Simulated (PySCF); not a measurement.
Static response to an electric field

Species: C₄H₇FS.
Structure used (GFN2-xTB), in Å, numbered top down from 1:
```xyz
13
C4H7FS angstrom
C     -2.086   -0.831   -0.543
C     -1.456    0.195    0.330
C     -0.164    0.489    0.316
F      0.330    1.434    1.144
S      1.048   -0.241   -0.745
C      2.572    0.300    0.082
H     -2.704   -1.501    0.052
H     -2.728   -0.354   -1.284
H     -1.327   -1.409   -1.064
H     -2.095    0.738    1.012
H      3.390   -0.101   -0.507
H      2.600   -0.102    1.090
H      2.616    1.385    0.099
```

Level: PBE0/def2-SVPD (PySCF), static field, nuclei fixed, core orbitals frozen in the response. The polarisability tensor in these axes (au):

```
x   100.07   5.84  -1.28
y     5.84  59.15   5.90
z    -1.28   5.90  60.14
```

Problem. Give the principal values, the mean and the anisotropy Δα = √{½[(α1 − α2)² + (α2 − α3)² + (α1 − α3)²]}.

Solution. Principal values 53.14, 65.32 and 100.89 au; mean 73.12 au = 10.83 Å³ = 12.06 × 10⁻⁴⁰ C²·m²/J; Δα = 42.97 au (59 % of the mean).

Problem. What is the dipole moment, and where does it point?

Solution. (0.38, -0.41, 0.10) D, 0.57 D in size, pointing from the negative to the positive side. Measured along this direction, the outermost atoms are H8 and H10 at the negative end and H11 at the positive end.

Problem. In a dilute gas of rigid molecules at 298 K, how does the orientational term μ²/3kT compare with the electronic polarisability?

Solution. In Gaussian units μ²/3kT = 2.62 Å³ against 10.83 Å³, a ratio of 0.24; the Debye molar polarisation (4π/3)N_A(α + μ²/3kT) is 33.9 cm³/mol, leaving out the vibrational part.

Problem. Find the Langevin capture rate constant for NO+ (29.998 u) meeting this molecule (106.025 u), k = 2.342 × 10⁻⁹ cm³/s × √(α in Å³ / reduced mass in u).

Solution. The reduced mass is 23.38 u, so k = 1.59 × 10⁻⁹ cm³/s. The formula leaves out the permanent dipole, which adds to the capture rate.

Problem. Directions of the eigenvectors, and the extent of the frame along each?

Solution. Largest value along (0.99, 0.14, -0.01), where the nuclei span 6.23 Å; middle along (-0.08, 0.65, 0.76), 3.38 Å; least along (-0.11, 0.75, -0.65), 1.95 Å. The response follows the extents in order.

Isolated species at its GFN2-xTB geometry (one conformer only).
